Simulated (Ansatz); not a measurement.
Species: molecular nitrogen, N$_{2}$ (charge 0, singlet). 
Geometry from a B3LYP-D3(BJ)/def2-TZVP (Ansatz, an electronic-structure program) optimisation:
```
N
N 1 1.0909
```

Basis-set convergence of Hartree-Fock and MP2 correlation energies (hartree) with Ansatz. Valence correlation only, unless marked. Spin-orbit coupling is left out. No relativistic terms.

| basis | functions | E(HF) | E(corr, MP2) |
|---|---|---|---|
| def2-SVP | 28 | -108.85315 | -0.30740 |
| def2-TZVPP | 62 | -108.98935 | -0.37042 |
| def2-QZVPP | 114 | -108.99358 | -0.39590 |

Extrapolating the two largest sets (X = 3 and 4) as X^-3: E(corr) = (64·(-0.39590) - 27·(-0.37042))/37 = -0.4145 Eh, an estimate of the basis-set limit. The largest set recovers 95.5 % of it, the smallest 74.2 %.
